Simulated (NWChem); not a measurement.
# C2H4Cl2 (1,2-dichloroethane) at M06-2X/3-21G

Aim: the vertical ionisation energy of C2H4Cl2 (1,2-dichloroethane) at M06-2X/3-21G, from 2 runs. 

Program for the calculation: NWChem 7.3.0.

## Step 1: Starting point

The species is C2H4Cl2 (8 atoms), meant as a singlet with charge 0. As SMILES, `ClCCCl`. Geometry: relaxed at PBE0-D4/def2-TZVP. This is one conformer, not always the lowest.

Bond lengths: Cl1–C2 1.776 Å, C2–C3 1.504 Å, C3–Cl4 1.776 Å, C2–H5 1.091 Å, C2–H6 1.089 Å, C3–H7 1.091 Å, C3–H8 1.089 Å. Some angles: Cl1–C2–C3 112.5°, C2–C3–Cl4 112.5°, Cl1–C2–H5 107.0°, Cl1–C2–H6 107.4°, C3–C2–H5 109.3°, C3–C2–H6 111.2°, C2–C3–H7 109.3°, C2–C3–H8 111.2°, Cl4–C3–H7 107.0°, Cl4–C3–H8 107.4°.

## Step 2: A single-point energy at M06-2X/3-21G

File job.nw:

```
start job
title "C2H4Cl2"
memory 2200 mb

geometry units angstroms noautosym nocenter noautoz
  Cl   -2.043530    0.146710   -0.469250
  C    -0.462920    0.562090    0.226000
  C     0.627600   -0.371560   -0.222240
  Cl    0.432340   -2.010930    0.432390
  H    -0.226170    1.575680   -0.101920
  H    -0.570340    0.551100    1.309740
  H     1.589520    0.001780    0.133100
  H     0.653500   -0.454880   -1.307840
end

basis spherical bse
  * library 3-21G
end

dft
  xc m06-2x
  grid fine
  convergence energy 1e-08
  iterations 100
  mulliken
  print low
end

task dft energy
```

The run is started by

```sh
$ nwchem job.nw > job.out
```

The log of the run (excerpt; [...] marks lines left out):

```text
[...]
 d= 0,ls=0.0,diis     1   -994.0079335817 -1.20D+03  2.47D-02  4.80D-01     2.6
[...]
 d= 0,ls=0.0,diis     8   -994.0765715454 -2.34D-10  3.42D-07  1.17D-10    14.3
         Total DFT energy =     -994.076571545393
      One electron energy =    -1774.821908966813
           Coulomb energy =      646.114244157287
    Exchange-Corr. energy =      -68.697026140149
 Nuclear repulsion energy =      203.328119404282
[...]
      Total Density - Mulliken Population Analysis
     ---------------------------------------------
    Atom       Charge   Shell Charges
 -----------   ------   -------------------------------------------------------
    1 Cl  17    16.94   2.00  1.96  5.90  1.16  3.06  0.82  2.05
    2 C    6     6.62   1.99  0.36  1.62  1.17  1.48
    3 C    6     6.62   1.99  0.36  1.62  1.17  1.48
    4 Cl  17    16.94   2.00  1.96  5.90  1.16  3.06  0.82  2.05
    5 H    1     0.72   0.46  0.26
    6 H    1     0.72   0.46  0.25
    7 H    1     0.72   0.46  0.26
    8 H    1     0.72   0.46  0.25
[...]
```

It took 15 s on 1 thread of Intel Xeon Platinum 8259CL at 2.50GHz (Skylake/Cascade Lake), shared host; peak memory 0.12 GiB.

## Step 3: The doublet cation, same level

File c2h4cl2.xyz:

```xyz
8
C2H4Cl2 energy
Cl    -2.043530     0.146710    -0.469250
C     -0.462920     0.562090     0.226000
C      0.627600    -0.371560    -0.222240
Cl     0.432340    -2.010930     0.432390
H     -0.226170     1.575680    -0.101920
H     -0.570340     0.551100     1.309740
H      1.589520     0.001780     0.133100
H      0.653500    -0.454880    -1.307840
```

File c2h4cl2.nw:

```
start c2h4cl2
title "C2H4Cl2 energy"
memory 2200 mb
charge 1
geometry noautosym nocenter noautoz
  load c2h4cl2.xyz
end
basis spherical bse
  * library 3-21G
end
dft
  xc m06-2x
  mult 2
  grid fine
  convergence energy 1e-08
  iterations 100
  mulliken
  noprint "final vectors analysis"
end
task dft
```

The run is started by

```sh
$ nwchem c2h4cl2.nw > c2h4cl2.out
```

The log of the run (excerpt; [...] marks lines left out):

```text
[...]
          Wavefunction type:  spin polarized.
          No. of atoms     :     8
          No. of electrons :    49
[...]
          Charge           :     1
          Spin multiplicity:     2
[...]
          AO basis - number of functions:    52
[...]
              XC Information
              --------------
                       M06-2X Method XC Functional
                     Hartree-Fock (Exact) Exchange  0.540
                        M06-2X Exchange Functional  1.000
                      M06-2X Correlation Potential  1.000
[...]
 d= 0,ls=0.0,diis     1   -993.4645111968 -1.20D+03  2.01D-02  3.18D-01     3.1
[...]
 d= 0,ls=0.0,diis    19   -993.6624526808 -1.57D-10  9.71D-07  1.01D-09    53.8
[...]
         Total DFT energy =     -993.662452680783
      One electron energy =    -1762.058655606237
           Coulomb energy =      633.366073161427
    Exchange-Corr. energy =      -68.297989640255
 Nuclear repulsion energy =      203.328119404282
[...]
      Total Density - Mulliken Population Analysis
     ---------------------------------------------
    Atom       Charge   Shell Charges
 -----------   ------   -------------------------------------------------------
    1 Cl  17    16.56   2.00  1.96  5.90  1.21  3.00  0.77  1.71
    2 C    6     6.70   1.99  0.37  1.61  1.21  1.52
    3 C    6     6.70   1.99  0.37  1.61  1.21  1.52
    4 Cl  17    16.56   2.00  1.96  5.90  1.21  3.00  0.77  1.71
    5 H    1     0.62   0.45  0.17
    6 H    1     0.63   0.45  0.18
    7 H    1     0.62   0.45  0.17
    8 H    1     0.63   0.45  0.18
[...]
      <S2> =      0.7526 (Exact =     0.7500)
[...]
```

Wall time 55 s (1 thread of Intel Xeon Platinum 8259CL at 2.50GHz (Skylake/Cascade Lake), shared host); peak memory 0.12 GiB.

## Step 4: Outcome

Level: M06-2X/3-21G.

```
                                          quantity          value
                     singlet C2H4Cl2: total energy  -994.07657 Eh
                      doublet cation: total energy  -993.66245 Eh
                              doublet cation: ⟨S²⟩          0.753
vertical ionisation energy (to the doublet cation)      11.269 eV
```

The vertical ionisation energy comes to 11.27 eV (260 kcal/mol). Mulliken charges (singlet C2H4Cl2) run from -0.62 on C2 to +0.28 on H5; they depend strongly on the basis. Mulliken charges (doublet cation) run from -0.70 on C2 to +0.44 on Cl1; they depend strongly on the basis.
